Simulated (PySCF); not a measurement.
# Proton affinity of 3-chloropropionitrile, site by site

Molecule: 3-chloropropionitrile, `N#CCCCl` (C3H4ClN). Atom numbers as in the mapped SMILES `[N:1]#[C:2][CH2:3][CH2:4][Cl:5]`.

Level of theory: ωB97X-D3(BJ)/def2-TZVP single points in PySCF, grid level 2; every species was optimised with PBE0-D3(BJ)/def2-SVP. Zero-point and thermal terms (298.15 K, 1 bar) come from unscaled PBE0-D3(BJ)/def2-SVP harmonic frequencies, with soft modes damped to free rotors in the entropy.

| site | product | PA / kcal/mol | GB / kcal/mol |
| --- | --- | --- | --- |
| N1 (nitrile nitrogen) | `[NH+]#CCCCl` | 186.2 | 178.8 |

PA is −ΔH and GB is −ΔG of B + H⁺ → BH⁺ in the gas phase. Sites whose products fell apart, merged with another or lost in a GFN2-xTB screen aren't listed.

In toluene the product from N1 is solvated 34.5 kcal/mol more strongly than the parent (electrostatics only).

Measured values (NIST Chemistry WebBook, evaluated or the median of agreeing entries): proton affinity (−ΔH) 773 kJ/mol (computed 779, difference 6); gas-phase basicity (−ΔG) 742 kJ/mol (computed 748, difference 6).
